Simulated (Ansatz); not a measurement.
**C₂H₂B radical (SMILES [BH]C#C): a rigid scan of the angle H4–B1–C2**

How does the energy rise as the angle H4–B1–C2 leaves its equilibrium value, and do density functionals follow CCSD(T)? No other atom is relaxed.

Computed with Ansatz 0.2.0, Gaussian basis. Level: single points in def2-TZVPP.

Levels: PBE-D4, r2SCAN-D4, PBE0-D4, B3LYP-D4, wB97M-V, Hartree-Fock, MP2, CCSD, CCSD(T). The scan takes 122.7, 127.2, 131.7, 136.2, 140.7, 145.2, 149.7, 154.2, 158.7°.

Cores are frozen in the correlated methods. Orbitals are unrestricted. B3LYP uses VWN-RPA correlation.

28 further runs of the same task are left out: 28 set aside as unsound or not needed.

## Step 1: The starting structure

The minimum, relaxed at PBE0-D4: SMILES `[BH]C#C`, 5 atoms, charge 0, spin multiplicity 2.

Atoms are counted from 1 here; the program's logs count them from 0.

Bond lengths: B1–C2 1.447 Å, B1–H4 1.181 Å, C2–C3 1.221 Å, C3–H5 1.066 Å. Angles: C2–B1–H4 140.7°, B1–C2–C3 174.8°, C2–C3–H5 179.8°.

Geometry (Å):

```xyz
5
charge 0, multiplicity 2
B    -0.9953    0.8796   -0.3996
C     0.0318   -0.0080    0.1021
C     0.8786   -0.7150    0.6260
H    -1.5332    1.1776   -1.4080
H     1.6181   -1.3342    1.0795
```

Energies of the minimum (eV), from earlier single points: PBE-D4 -2775.64717, r2SCAN-D4 -2777.85923, PBE0-D4 -2775.88164, B3LYP-D4 -2779.97799, wB97M-V -2778.24377, CCSD(T) -2772.84763.

At the minimum the angle H4–B1–C2 is 140.7°.

## Step 2: H4–B1–C2 = 122.7°

Input file ccsdt-tzvpp/in.yaml:

```yaml
crystal:
  periodic: [false, false, false]
  atoms:
    - {symbol: B, position_ang: [-0.995346, 0.879566, -0.399640]}
    - {symbol: C, position_ang: [0.031777, -0.008033, 0.102115]}
    - {symbol: C, position_ang: [0.878647, -0.714980, 0.626023]}
    - {symbol: H, position_ang: [-1.300787, 0.921992, -1.539709]}
    - {symbol: H, position_ang: [1.618086, -1.334175, 1.079486]}
basis:
  gaussian: {orbitals: def2-TZVPP}
magnetization: {spin_polarized: true, initial_magnetization: 1}
correlation: {method: ccsd_t}
scf: {omitted_lower_state_checks: [cluster_reference]}
```

The command line of these runs was not kept.

After this run come: H4–B1–C2 = 127.2°; H4–B1–C2 = 131.7°; H4–B1–C2 = 136.2°; H4–B1–C2 = 140.7°; H4–B1–C2 = 145.2°; H4–B1–C2 = 149.7°; H4–B1–C2 = 154.2°; H4–B1–C2 = 158.7°.

Before running it: what results should come out? Wanted: highest point, CCSD(T); lowest point, CCSD(T); minimum along the scan, CCSD(T); RMS deviation from CCSD(T); largest T1 diagnostic.

As calculated:

| quantity | value |
| --- | --- |
| highest point, CCSD(T) | 0.076 eV at 158.7° |
| lowest point, CCSD(T) | -0.003 eV at 136.2° |
| minimum along the scan, CCSD(T) | 137.0° |
| curvature there | 0.51 meV/deg² |
| RMS deviation from CCSD(T) | PBE-D4 0.026, r2SCAN-D4 0.020, PBE0-D4 0.019, B3LYP-D4 0.021, wB97M-V 0.021, Hartree-Fock 0.013, MP2 0.026, CCSD 0.001 eV |
| largest T1 diagnostic | 0.041 |

What this shows: A polynomial through the near points puts the CCSD(T) minimum 3.7° below the PBE0-D4 value. Curvature against CCSD(T): PBE-D4 -31 %, Hartree-Fock +23 %. Best along the scan: CCSD. Worst: MP2. The unrestricted reference is spin-contaminated, which hurts MP2 most.
